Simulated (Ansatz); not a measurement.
The input, for Ansatz 0.2.0:

```yaml
crystal:
  periodic: [false, false, false]
  atoms:
    - {symbol: Al, position_ang: [0.000000, 0.000000, 0.000000]}
    - {symbol: H, position_ang: [0.000000, 0.000000, 3.029000]}
basis:
  gaussian: {orbitals: "6-31G*"}
magnetization: {spin_polarized: true, initial_magnetization: 2}
correlation: {method: bccd, electrons: all, diis_vectors: 4}
accuracy: high
scf: {omitted_lower_state_checks: [cluster_reference]}
output: {forces: true}
```

```sh
$ ansatz run in.yaml --threads 1 --pin off --events-out ev --progress --plain --max-ram 2393MiB
```

Output:

```
these checks for a lower state are left out or cut short: cluster_reference
322 factors; integrals over basis functions are off by at most 2.6e-9 eV
mean field evaluation 1: about -6594.3961 eV, gradient 4.3e0 eV
mean field evaluation 2: about -6594.3971 eV, gradient 4.4e0 eV
mean field evaluation 4: about -6594.8238 eV, gradient 1.4e-1 eV
mean field evaluation 8: about -6594.8237 eV, gradient 2.5e-3 eV
mean field evaluation 16: about -6592.6562 eV, gradient 1.1e-1 eV
mean field evaluation 32: about -6594.8237 eV, gradient 1.9e-8 eV
mean field evaluation 64: about -6592.5185 eV, gradient 2.7e-1 eV
mean field evaluation 96: about -6590.6615 eV, gradient 9.0e0 eV
mean field -6594.82373261 eV, -242.3553020415 hartree, gradient 2.6e-8 eV, S^2 2.013961; 15 other end points of the search recorded, 0 dependent functions left out
reference -6594.82373261 eV, -242.3553020415 hartree; 8, 6 occupied and 13, 15 virtual orbitals, 322 factors
second order -1.03404679 eV of doubles, -0.00000000 eV of singles
cycle   1  -1.27806247 eV  change   -2.4e-1 eV  update   5.7e-2
cycle   2  -1.41887335 eV  change   -1.4e-1 eV  update   2.5e-2
...
cycle  24  -1.42718348 eV  change   -7.5e-8 eV  update   7.7e-8
cycle  25  -1.42718343 eV  change    4.8e-8 eV  update   5.2e-8
cycle  26  -1.42718344 eV  change   -6.0e-9 eV  update   4.1e-8
cycle  27  -1.42718347 eV  change   -3.3e-8 eV  update   3.0e-8
cycle  28  -1.42718348 eV  change   -1.2e-8 eV  update   2.1e-8
cycle  29  -1.42718359 eV  change   -1.1e-7 eV  update   4.9e-8
cycle  30  -1.42718365 eV  change   -5.3e-8 eV  update   2.1e-8
cycle  31  -1.42718365 eV  change   -8.7e-9 eV  update   6.5e-9
cycle  32  -1.42718366 eV  change   -2.1e-9 eV  update   2.5e-9
cycle  33  -1.42718366 eV  change  -8.2e-10 eV  update   1.3e-9
the calculation of the forces begins
Total energy: -6596.25091627 eV, -242.4077500735 hartree
Atom 0 at     0.000000     0.000000     0.000000 Å, force    -0.000000     0.000000     0.009022 eV/Å
Atom 1 at     0.000000     0.000000     3.029000 Å, force     0.000000    -0.000000    -0.009022 eV/Å
Dipole moment:    -0.000000    -0.000000     0.020737 e Å
Checks for a lower state left out: cluster_reference
```

Forces (eV/Å):
```
Al   0.000  0.000  0.009
H    0.000  0.000 -0.009
```

Ran on 1 thread of Arm Neoverse V1, shared host: 1.6 s wall, 0.08 GiB peak host memory.
